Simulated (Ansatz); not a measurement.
# H6N2Si: the cost of one run

Method: RKS PBE-D4/6-31G*, in Ansatz 0.2.0.

## Step 1: The starting structure

Bond lengths: Si1–N2 2.020 Å, N2–H3 1.060 Å, N2–H4 1.060 Å, Si1–H5 1.660 Å, Si1–H6 1.459 Å, Si1–N7 1.819 Å, N7–H8 1.060 Å, N7–H9 1.060 Å. Angles: Si1–N2–H3 87.0°, Si1–N2–H4 151.6°, H3–N2–H4 120.0°, N2–Si1–H5 45.6°, N2–Si1–H6 122.7°, N2–Si1–N7 122.7°, H5–Si1–H6 121.5°, H5–Si1–N7 121.5°, H6–Si1–N7 109.5°, Si1–N7–H8 120.0°, Si1–N7–H9 120.0°, H8–N7–H9 120.0°.

Structure file:

```xyz
9

Si    0.0000    0.0000    0.0000
N     1.1383    0.0000    1.6687
H     0.2613   -0.2713    2.1987
H     2.0153    0.2713    2.1987
H     1.6341    0.0000    0.2923
H    -0.6877    1.1914   -0.4862
N    -0.8572   -1.4851   -0.6061
H    -1.3922   -2.1014    0.0704
H    -0.8219   -1.7344   -1.6357
```

## Step 2: A restrained relaxation towards end A

Springs on the bonds that form and break draw the guess towards this end; the thresholds are loose.

The input, input.yaml:

```yaml
crystal:
  periodic: [false, false, false]
  atoms:
    - { symbol: Si, position_ang: [0.0, 0.0, 0.0] }
    - { symbol: "N", position_ang: [1.1383, 0.0, 1.6687] }
    - { symbol: H, position_ang: [0.2613, -0.2713, 2.1987] }
    - { symbol: H, position_ang: [2.0153, 0.2713, 2.1987] }
    - { symbol: H, position_ang: [1.6341, 0.0, 0.2923] }
    - { symbol: H, position_ang: [-0.6877, 1.1914, -0.4862] }
    - { symbol: "N", position_ang: [-0.8572, -1.4851, -0.6061] }
    - { symbol: H, position_ang: [-1.3922, -2.1014, 0.0704] }
    - { symbol: H, position_ang: [-0.8219, -1.7344, -1.6357] }
basis:
  gaussian: { orbitals: "6-31G*" }
hamiltonian:
  xc: pbe
  dispersion: d4
relax:
  f_tol: 0.15
  max_steps: 25
  restrain:
    - { distance: [1, 4], at: 2.26, k: 30.0 }
    - { distance: [0, 1], at: 1.82, k: 30.0 }
    - { distance: [0, 4], at: 1.46, k: 30.0 }
```

The run is started by

```console
$ ansatz run input.yaml --threads 1 --pin off --max-ram 2048MiB --backend cpu --events-out ev --progress --plain --runs-dir out
```

**Question.** How long does this run take on 1 thread of Intel Xeon Platinum 8488C (Sapphire Rapids), shared host, and how much memory does it need?

About 13 s, with a peak of 0.13 GiB.
